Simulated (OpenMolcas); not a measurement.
# N2 (nitrogen): a chain of runs

We compute a single-point energy (UHF/STO-3G), then the energy (CASSCF(6,6)/STO-3G), then a single-point energy (CASPT2(6,6)/STO-3G), then the energy (SC-NEVPT2(6,6)/STO-3G) of N2 (nitrogen). 

Program for the calculation: OpenMolcas 26.06.

3 further runs of the same task are left out: 3 that didn't finish.

**1. Starting point**

The species is N2 (2 atoms), meant as a singlet with charge 0. SMILES: `N#N`. The N1–N2 distance was set to 2.179 Å, away from the relaxed value.

**2. The energy at UHF/STO-3G (run 1)**

Input file geom.xyz:

```xyz
2

N      1.396486    -0.450895     0.719393
N     -0.465500     0.150300    -0.239800
```

Input file step1.input:

```
&GATEWAY
  BasLib=$CurrDir
  Coord=geom.xyz
  Basis=STO-3G
  Group=NoSym

&SEWARD

&SCF
  UHF
  Scramble=0.25
  PrOrbitals=1 1
```

The basis set STO-3G is read from a file made from the Basis Set Exchange's data (not shown).

Command:

```console
$ export MOLCAS_MEM=1860
$ pymolcas step1.input > step1.log
```

The program printed (excerpt; [...] marks lines left out):

```text
--- Start Module: gateway ---
[...]
--- Stop Module: gateway /rc=_RC_ALL_IS_WELL_ ---
--- Start Module: seward ---
[...]
      Basis functions           10
--- Stop Module: seward /rc=_RC_ALL_IS_WELL_ ---
--- Start Module: scf ---
[...]
       Convergence after  54 Iterations
[...]
::    Total SCF energy                               -107.2766556786
[...]
      Total spin, S                                     1.2640180695
[...]
      Total electronic charge=   14.000000
      Total            charge=   -0.000000
[...]
      Dipole Moment (debye):
      Origin of the operator (angstrom)=    0.4655   -0.1503    0.2398
                   X=  2.1516E-06               Y=  2.3541E-06               Z= -3.0790E-06           Total=  4.4330E-06
      Quadrupole Moment (debye*angstrom):
[...]
--- Stop Module: scf /rc=_RC_ALL_IS_WELL_ ---
[...]
```

Wall time 2.1 s (1 thread of Arm Neoverse V2, shared host); peak memory 0.37 GiB.

**3. A single-point energy at CASSCF(6,6)/STO-3G (run 2)**

geom.xyz is that of step 2.

Input file step2.input:

```
&GATEWAY
 BasLib=$CurrDir
 Coord=geom.xyz
 Basis=STO-3G
 Group=NoSym

&SEWARD

&RASSCF
 FileOrb=$CurrDir/step1.UnaOrb
 Spin=1
 Nactel=6 0 0
 Inactive=4
 Ras2=6
 OrbListing=Nothing
 OrbAppear=Compact
```

The basis set STO-3G is read from a file made from the Basis Set Exchange's data (not shown).

Command:

```console
$ export MOLCAS_MEM=1860
$ pymolcas step2.input > step2.log
```

The program printed (excerpt; [...] marks lines left out):

```text
--- Start Module: gateway ---
[...]
--- Stop Module: gateway /rc=_RC_ALL_IS_WELL_ ---
--- Start Module: seward ---
[...]
      Basis functions           10
--- Stop Module: seward /rc=_RC_ALL_IS_WELL_ ---
--- Start Module: rasscf ---
[...]
      Number of active orbitals                  6
[...]
      Spin quantum number                      0.0
[...]
      Active orbitals                            6
[...]
      Number of CSFs                           175
[...]
      Number of root(s) required                 1
[...]
      Convergence after  9 iterations
[...]
      printout of CI-coefficients larger than  0.05 for root  1
      energy=    -107.443988
      conf/sym  111111     Coeff  Weight
             1  222000  -0.39577 0.15663
            11  220200   0.32852 0.10793
            18  2udud0  -0.32681 0.10681
            26  u2du0d  -0.22964 0.05274
            31  202020   0.32852 0.10793
            39  ud20ud   0.22964 0.05274
[...]
      Natural orbitals and occupation numbers for root  1
      sym 1:   1.413560   1.105384   1.105384   0.894612   0.894612   0.586448
      ************************************************************************************************************************
      *                                                    Final results                                                     *
[...]
::    RASSCF root number  1 Total energy:   -107.44398839
[...]
      Total electronic charge=   14.000000
      Total            charge=   -0.000000
[...]
      Dipole Moment (debye):
      Origin of the operator (angstrom)=    0.4655   -0.1503    0.2398
                   X= -9.5482E-08               Y=  3.1179E-08               Z= -8.3031E-08           Total=  1.3032E-07
      Quadrupole Moment (debye*angstrom):
[...]
--- Stop Module: rasscf /rc=_RC_ALL_IS_WELL_ ---
[...]
```

Run time: 1.6 s. Hardware: 1 thread of Arm Neoverse V2, shared host; peak memory 0.37 GiB.

**4. A single-point energy at CASPT2(6,6)/STO-3G (run 3)**

geom.xyz is that of step 3.

Input file step3.input:

```
>>> EXPORT MOLCAS_PRINT=2
&gateway
baslib = $CurrDir
coord = geom.xyz
basis = STO-3G
group = NoSym
&seward
&rasscf
fileorb = $CurrDir/step2.RasOrb
spin = 1
nactel = 6 0 0
inactive = 4
ras2 = 6
orblisting = Nothing
orbappear = Compact
&caspt2
imaginary = 0.1
frozen = 2
```

The basis set STO-3G is read from a file made from the Basis Set Exchange's data (not shown).

Command:

```console
$ export MOLCAS_MEM=1860
$ pymolcas step3.input > step3.log
```

The program printed (excerpt; [...] marks lines left out):

```text
--- Start Module: gateway ---
[...]
--- Stop Module: gateway /rc=_RC_ALL_IS_WELL_ ---
[...]
      Basis functions           10
[...]
--- Start Module: rasscf ---
[...]
      Number of active orbitals                  6
[...]
      Spin quantum number                      0.0
[...]
      Active orbitals                            6
[...]
      Number of CSFs                           175
[...]
      Number of root(s) required                 1
[...]
      Convergence after  4 iterations
[...]
      printout of CI-coefficients larger than  0.05 for root  1
      energy=    -107.443988
      conf/sym  111111     Coeff  Weight
             1  222000  -0.39577 0.15663
            11  220200   0.32853 0.10793
            18  2udud0  -0.32683 0.10682
            26  u2du0d  -0.22965 0.05274
            31  202020   0.32853 0.10793
            39  ud20ud   0.22965 0.05274
[...]
      Natural orbitals and occupation numbers for root  1
      sym 1:   1.413560   1.105384   1.105384   0.894612   0.894612   0.586448
      ************************************************************************************************************************
      *                                                    Final results                                                     *
[...]
::    RASSCF root number  1 Total energy:   -107.44398839
[...]
      Total electronic charge=   14.000000
      Total            charge=   -0.000000
[...]
      Dipole Moment (debye):
      Origin of the operator (angstrom)=    0.4655   -0.1503    0.2398
                   X= -5.8100E-08               Y=  4.1070E-08               Z= -4.0389E-09           Total=  7.1265E-08
      Quadrupole Moment (debye*angstrom):
[...]
--- Stop Module: rasscf /rc=_RC_ALL_IS_WELL_ ---
--- Start Module: caspt2 ---
[...]
 ###    WARNING: User changed nr of frozen orbitals.                         ###
 ###############################################################################
[...]
      E2 (Variational):          -0.0012319106
      Total energy:            -107.4452202990
[...]
      Reference weight:           0.99923
[...]
::    CASPT2 Root  1     Total energy:   -107.44522030
[...]
--- Stop Module: caspt2 /rc=_RC_ALL_IS_WELL_ ---
[...]
```

Run time: 1.6 s. Hardware: 1 thread of Arm Neoverse V2, shared host; peak memory 0.37 GiB.

**5. The energy at SC-NEVPT2(6,6)/STO-3G (run 4)**

geom.xyz is that of step 4.

Input file step4.input:

```
&gateway
  baslib=$CurrDir
  coord=geom.xyz
  basis=STO-3G
  group=NoSym

&seward

&rasscf
  fileorb=$CurrDir/step2.RasOrb
  spin=1
  nactel=6 0 0
  inactive=4
  ras2=6
  orblisting=Nothing
  orbappear=Compact

&caspt2
  sc-nevpt2
  frozen=2
```

The basis set STO-3G is read from a file made from the Basis Set Exchange's data (not shown).

Command:

```console
$ export MOLCAS_MEM=1860
$ pymolcas step4.input > step4.log
```

The program printed (excerpt; [...] marks lines left out):

```text
--- Start Module: gateway ---
[...]
--- Stop Module: gateway /rc=_RC_ALL_IS_WELL_ ---
[...]
      Basis functions           10
[...]
--- Start Module: rasscf ---
[...]
      Number of active orbitals                  6
[...]
      Spin quantum number                      0.0
[...]
      Active orbitals                            6
[...]
      Number of CSFs                           175
[...]
      Number of root(s) required                 1
[...]
      Convergence after  4 iterations
[...]
      printout of CI-coefficients larger than  0.05 for root  1
      energy=    -107.443988
      conf/sym  111111     Coeff  Weight
             1  222000  -0.39577 0.15663
            11  220200   0.32853 0.10793
            18  2udud0  -0.32683 0.10682
            26  u2du0d  -0.22965 0.05274
            31  202020   0.32853 0.10793
            39  ud20ud   0.22965 0.05274
[...]
      Natural orbitals and occupation numbers for root  1
      sym 1:   1.413560   1.105384   1.105384   0.894612   0.894612   0.586448
      ************************************************************************************************************************
      *                                                    Final results                                                     *
[...]
::    RASSCF root number  1 Total energy:   -107.44398839
[...]
      Total electronic charge=   14.000000
      Total            charge=   -0.000000
[...]
      Dipole Moment (debye):
      Origin of the operator (angstrom)=    0.4655   -0.1503    0.2398
                   X= -5.8100E-08               Y=  4.1070E-08               Z= -4.0389E-09           Total=  7.1265E-08
      Quadrupole Moment (debye*angstrom):
[...]
--- Stop Module: rasscf /rc=_RC_ALL_IS_WELL_ ---
--- Start Module: caspt2 ---
[...]
 ###    WARNING: User changed nr of frozen orbitals.                         ###
 ###############################################################################
[...]
      E2 (Variational):          -0.0008602785
[...]
      E2 (Variational):          -0.0008582715
      Total energy:            -107.4448466599
[...]
      Reference weight:           0.99961
[...]
::    SC-NEVPT2 Root  1     Total energy:   -107.44484666
[...]
--- Stop Module: caspt2 /rc=_RC_ALL_IS_WELL_ ---
[...]
```

Run time: 1.6 s. Hardware: 1 thread of Arm Neoverse V2, shared host; peak memory 0.37 GiB.

**6. Outcome**

| quantity | value |
| --- | --- |
| run 1, UHF/STO-3G: total energy | -107.27666 Eh |
| run 1, UHF/STO-3G: dipole moment | 0.00 D |
| run 1, UHF/STO-3G: HOMO energy | -10.88 eV |
| run 1, UHF/STO-3G: LUMO energy | 7.73 eV |
| run 1, UHF/STO-3G: HOMO–LUMO gap | 18.61 eV |
| run 1, UHF/STO-3G: ⟨S²⟩ | 2.862 |
| run 2, CASSCF(6,6)/STO-3G: total energy | -107.44399 Eh |
| run 2, CASSCF(6,6)/STO-3G: dipole moment (CASSCF density) | 0.00 D |
| run 3, CASPT2(6,6)/STO-3G: total energy | -107.44522 Eh |
| run 3, CASPT2(6,6)/STO-3G: dipole moment (CASSCF density) | 0.00 D |
| run 4, SC-NEVPT2(6,6)/STO-3G: total energy | -107.44485 Eh |
| run 4, SC-NEVPT2(6,6)/STO-3G: dipole moment (CASSCF density) | 0.00 D |

What this shows: ⟨S²⟩ (run 1, UHF/STO-3G) is 2.86 where a pure singlet has 0.00: the reference is spin-contaminated. The run (run 1, UHF/STO-3G) may have ended on a state above the lowest.
